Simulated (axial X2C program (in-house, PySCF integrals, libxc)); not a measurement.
**SiP⁺: bond constants with and without spin–orbit coupling**

Calculated with an in-house all-electron X2C program for linear molecules (integrals from PySCF). Spin-free means the one-electron spin-free X2C Hamiltonian; two-component (2c) means X2C with spin–orbit coupling and atomic mean-field two-electron Coulomb and Gaunt terms, so the difference of the two also holds small scalar two-electron terms. Basis: P dyall-v3z [8s7p2d1f], Si dyall-v3z [8s7p2d1f] (cores contracted in-house); Gaussian nuclei, density fitting, unrestricted open shells. Masses: P 30.974 u, Si 27.977 u.

The run was started with this input:
```json
{
 "zs": [
  15,
  14
 ],
 "q": 1,
 "bas": [
  "dyall-v3z",
  "dyall-v3z"
 ],
 "levels": [
  "PBE0",
  "HF",
  "TPSSh"
 ],
 "cc": true,
 "r0": 2.09,
 "thr": -2.0,
 "nmax": 90,
 "npts": 10,
 "nst": 2,
 "ntry": 6
}
```
```bash
python so2c.py task.json out
```

Keys: zs atomic numbers; q charge; bas basis sets; levels methods; cc coupled cluster on or off; r0 starting distance in Å; thr threshold in hartree for freezing inner shells (an s shell follows its p shell); nmax most natural virtual spinors; npts points on the curve; nst determinants followed; ntry starts of the search. HF also brings MP2.

State, spin-free: M_S = 1, Λ = 0 (beyond evenly filled blocks: π+α, π-α); electrons by block: σα: 9, σβ: 9, π+α: 3, π+β: 2, π-α: 3, π-β: 2. Fragments: P + Si+.

State, 2c: Ω = 1 (⟨Sz⟩ = 1.00, ⟨Lz⟩ = 0.00 at PBE0); electrons by block: 1/2: 11, -1/2: 12, 3/2: 3, -3/2: 2. Fragments: P + Si+.

```csv
Hamiltonian,level,Re (Å),ωe (cm⁻¹),Be (cm⁻¹),De (eV),μ (D)
spin-free,HF,2.206,522.1,0.2356,1.54,2.15
spin-free,MP2,2.212,529.6,0.2343,2.53,n/a
spin-free,CCSD,2.222,509.1,0.2324,2.55,n/a
spin-free,CCSD(T),2.230,500.7,0.2307,2.68,n/a
2c,PBE0,2.226,507.7,0.2314,3.06,1.62
2c,TPSSh,2.236,496.5,0.2294,3.07,1.56
```

Spin-free values that have a 2c row agree with it to the digits that matter (0.001 Å, 0.01 eV) and are not repeated.

Correlated methods: 8 electrons correlated (number of frozen shells: P 2 s, 1 p; Si 2 s, 1 p), 140 virtual spin orbitals or spinors in MP2, 90 natural virtuals in coupled cluster.

Dipoles are positive if Si is the positive end and refer to the centre of mass.

The state is a single determinant with fixed occupations, the lowest that a limited PBE0 search found. Dissociation energies refer to the lowest single-determinant-based atoms at the same level and basis. Density functionals use the spin component along the axis (collinear). CCSD and (T) use frozen natural virtuals with an MP2 correction for the truncation; (T) itself is uncorrected, so its De runs slightly low. In 2c an atomic determinant is not the ground J level, so De misses part of the atomic spin–orbit lowering. This holds for PBE0, TPSSh. Other states lie close and PBE0, whose exact exchange favours high spin, may order them wrongly; the determinant shown need not be the ground state. The nearest other spin-free determinant of the search, M_S = 0, Λ = 2, lies 0.85 eV up at the distance of the search. Without a current term, density functionals place determinants with orbital angular momentum somewhat too high. With several unpaired electrons one determinant need not be a pure state. Open-shell Ω = 0 determinants with evenly filled partner blocks cannot be reached by this program, so the Ω shown need not be the lowest component. This is the Ω = 1 component of a π² triplet; the 0⁺ component is not one determinant and can lie lowest.

No reliable constants came from CCSD (2c), CCSD(T) (2c), HF (2c), MP2 (2c): no minimum in range, unconverged points, a curve that is not smooth, a change of character along it, or the two Hamiltonians disagreeing along it.

Rough cost a point (2c) on 1 thread(s) of a shared host, integrals apart: PBE0 0.26 s, TPSSh 0.4 s.

The whole task took 110 s on 1 thread of Intel(R) Xeon(R) Processor @ 2.30GHz (shared host).
